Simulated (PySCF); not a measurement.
All of these have the formula C5H5N. Theory: TDDFT CAM-B3LYP/def2-SVPD, vertical, gas phase, core orbitals frozen in the response (PySCF). Geometries: GFN2-xTB; one conformer of each isolated species. Triplets are in the Tamm–Dancoff approximation.

A. `[H]/N=C\C(=C)C#C`
B. `N#C/C=C\C=C`
C. `N#CCC1C=C1`

Lowest singlet levels (six at most, fewer where fewer were computed) with oscillator strengths:

1. 6.43 eV (f 0.005); 6.51 eV (f 0.062); 7.52 eV (f 0.000); 7.57 eV (f 0.017); 7.80 eV (f 0.004); 7.99 eV (f 0.032); T1 4.15 eV
2. 5.27 eV (f 0.665); 6.25 eV (f 0.000); 6.67 eV (f 0.001); 6.91 eV (f 0.012); 7.19 eV (f 0.002); 7.30 eV (f 0.092); T1 2.84 eV
3. 4.63 eV (f 0.003); 5.53 eV (f 0.000); 5.54 eV (f 0.275); 6.40 eV (f 0.000); 6.66 eV (f 0.210); 6.73 eV (f 0.002); T1 3.19 eV

Question: Match each spectrum to its molecule.

Answer: 1 = C, 2 = B, 3 = A.
- A: S1 at 4.63 eV, HOMO-1→LUMO (84%), HOMO-1→LUMO+1 (14%); Löwdin shares by element: HOMO carbon 81% or more (atoms not listed hold the other 19%); LUMO carbon 59% or more, nitrogen 14% (atoms not listed hold the other 27%); HOMO -8.81 and LUMO -0.73 eV; point group Cs, 2 of its 6 listed states under f = 0.0005.
- B: S1 at 5.27 eV, HOMO→LUMO (97%); Löwdin shares by element: HOMO carbon 74% or more (atoms not listed hold the other 26%); LUMO carbon 71% or more (atoms not listed hold the other 29%); HOMO -8.67 and LUMO -1.09 eV; point group Cs, 1 of its 6 listed states under f = 0.0005.
- C: S1 at 6.43 eV, HOMO-1→LUMO (83%), HOMO→LUMO (8%); Löwdin shares by element: HOMO carbon 81% or more (atoms not listed hold the other 19%); LUMO carbon 70% or more, hydrogen 15% or more; HOMO -9.26 and LUMO 0.52 eV.
